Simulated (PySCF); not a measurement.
SiH₂, SMILES [SiH2] (connectivity only; charge and spin as stated), neutral, multiplicity 1. Geometry optimised at PBE-D3(BJ)/def2-TZVPD. The isomer is the one that the SMILES or the coordinates give; other isomers of the formula were not compared.

TDDFT-B3LYP/def2-TZVPD run with PySCF 2.14.0 puts the lowest singlet excitations at 2.39, 4.25, 6.11, 6.70, 7.30, 7.74 eV and the lowest triplet (TDA) at 1.21 eV.

Question: What are the lowest singlet roots from EOM-CCSD/aug-cc-pVDZ (PySCF)? (Estimate from the structure and the level; the computed values follow.)

Answer: 2.49, 4.53, 6.29, 6.56, 6.83, 7.57 eV; triplets 1.23, 4.03, 5.24 eV. S1 differs by 0.09 eV (second minus first; roots are paired by order, and the bases may differ).
